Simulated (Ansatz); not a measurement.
A calculation on wurtzite CdSe returned lattice constant a 4.283 Å, lattice parameter c 6.997 Å, cohesive energy 2.74 eV/atom, formation enthalpy -0.708 eV/atom.

For reference: lattice constant a 4.298 Å (measured, temperature not stated, no zero-point or thermal correction; as tabulated in PVEducation, CdSe (wurtzite), citing its ref. 1); lattice parameter c 7.015 Å (measured, temperature not stated, not corrected to a static lattice; as tabulated in PVEducation, CdSe (wurtzite), citing its ref. 1); formation enthalpy -0.75 eV/atom (measured, 298 K, no zero-point or thermal correction; as tabulated in Zhang et al. (2018), doi:10.1038/s41524-018-0065-z).

### Question
Which level of theory produced these numbers?
(A) PBE0-D3(BJ) (Ansatz, a first-principles code)
(B) r²SCAN (Ansatz)
(C) HSE06 (Ansatz)
(D) PBE-D3(BJ) (Ansatz)

### Answer
A, PBE0-D3(BJ) (Ansatz)

The others give: HSE06 4.348 Å, 7.090 Å, 2.39 eV/atom, -0.759 eV/atom; r²SCAN 4.340 Å, 7.078 Å, 2.56 eV/atom, -0.765 eV/atom; PBE-D3(BJ) 4.322 Å, 7.064 Å, 2.62 eV/atom, -0.557 eV/atom.

Unless a cell is named, each level is at its own relaxed cell (HSE06 29.02, PBE-D3(BJ) 28.56, PBE0-D3(BJ) 27.79, r²SCAN 28.86 Å³/atom).

Caveats: exact exchange on metals is sensitive to the k mesh and can open a false gap (HSE06); the run warned that the count of filled bands differs between k points (HSE06). Ansatz's density-functional and Hartree–Fock values are scalar-relativistic unless marked +SOC, with PAW data made under PBE.
